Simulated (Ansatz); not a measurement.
# BSiH4 (doublet): from Hartree-Fock to the top rungs at distance B1–H4 along a hydrogen transfer = 1.352 Å, cc-pVDZ

One table from this session's results is given with a row withheld; the runs are named, their logs left out.

Program: Ansatz 0.2.0, Gaussian basis. Level of theory: cc-pVDZ, core rule «outside noble gas», up to 6 orbitals frozen. These are calculated values, not measurements.

Plan: UHF; CCSD(T) on ROHF; CCSD(T) on UHF; BCCD(T) on ROHF; CISD; CCSDT(Q) on ROHF; CCSDT(Q) on UHF; CASSCF and MRCISD+Q, 3 electrons in 3 orbitals; CASSCF and NEVPT2, 3 electrons in 3 orbitals; CASSCF and NEVPT2, 9 electrons in 9 orbitals.

6 further runs of the same task are left out: 5 that didn't finish, 1 set aside as unsound or not needed.

## The geometry

The geometry derives from fragments relaxed apart (PBE0/def2-TZVP) and kept rigid, so it is no stationary point. A hydrogen atom is moved between rigid fragments.

6 atoms, charge 0, spin multiplicity 2.

Atoms are counted from 1 here; the program's logs count them from 0.

Bond lengths: B1–H2 1.193 Å, B1–H3 1.193 Å, B1–H4 1.352 Å, H4–Si5 1.652 Å, Si5–H6 1.532 Å. Angles: H2–B1–H3 120.0°, H2–B1–H4 120.0°, H3–B1–H4 120.0°, B1–H4–Si5 180.0°, H4–Si5–H6 105.0°.

Set-up of the first run:

The input, in.yaml:

```yaml
crystal:
  periodic: [false, false, false]
  atoms:
    - {symbol: B, position_ang: [-2.048908, 0.034738, 0.000000]}
    - {symbol: H, position_ang: [-2.645641, 1.068310, 0.000000]}
    - {symbol: H, position_ang: [-2.645642, -0.998833, 0.000000]}
    - {symbol: H, position_ang: [-0.696908, 0.034738, 0.000000]}
    - {symbol: Si, position_ang: [0.955092, 0.034738, 0.000000]}
    - {symbol: H, position_ang: [1.351526, -1.444775, 0.000000]}
basis:
  gaussian: {orbitals: cc-pVDZ}
magnetization: {spin_polarized: true, initial_magnetization: 1}
hamiltonian: {xc: hf}
output: {orbitals: {seedname: orbitals}}
```

Command:

```bash
> ansatz run in.yaml --threads 1 --pin off --events-out ev --progress --plain --max-ram 2393MiB
```

Among the steps run: UHF; CCSD(T) on ROHF; CCSD(T) on UHF; BCCD(T) on ROHF; CISD; CCSDT(Q) on ROHF; CCSDT(Q) on UHF; CASSCF and MRCISD+Q, 3 electrons in 3 orbitals; CASSCF and NEVPT2, 3 electrons in 3 orbitals; CASSCF and NEVPT2, 9 electrons in 9 orbitals.

One table of the session follows, with a row left open; its other results are not shown here.

| method | from UCCSDT(Q) (meV) |
| --- | --- |
| ROHF | +6238.2 |
| UHF | +6121.9 |
| RMP2 | +1475.1 |
| UMP2 | +1504.4 |
| CISD | +738.3 |
| RCCSD | +214.4 |
| UCCSD | ? |
| RCCSD(T) | +53.9 |
| UCCSD(T) | +54.9 |
| BCCD(T) | +53.8 |
| RCCSDT | +9.2 |
| UCCSDT | +9.1 |
| RCCSDT(Q) | +1.7 |
| UCCSDT(Q) | 0 |
| CASSCF pair | +5809.3 |
| MRCISD pair | +665.1 |
| MRCISD+Q pair | +66.6 |

Q: Estimate the row for UCCSD from the others.

The run gave: from UCCSDT(Q) (meV): +212.0. In the column «from UCCSDT(Q) (meV)» it lies between MRCISD+Q pair (+66.6) and RCCSD (+214.4).

Among the levels timed on like hardware and quicker than the yardstick, those that no quicker one beats, quickest first: MRCISD+Q pair (2.4 s, +66.6 meV); RCCSD(T) (2.6 s, +53.9 meV); BCCD(T) (3 s, +53.8 meV); RCCSDT(Q) (34 s, +1.7 meV).

Not comparable, so not listed: CASSCF and NEVPT2, 3 electrons in 3 orbitals (they don't share determinant, frozen orbitals or solution with the rows shown, or repeat one).

Caveats from the session: Left out of the table: CASSCF frontier, NEVPT2 frontier (the active space lost an orbital or holds another state than full CI finds). Restricted and unrestricted rows rest on different reference determinants; where their highest levels disagree by more than a few hundredths of an eV, they describe different states and don't form one ladder. Warnings in the runs' records: passed over end.
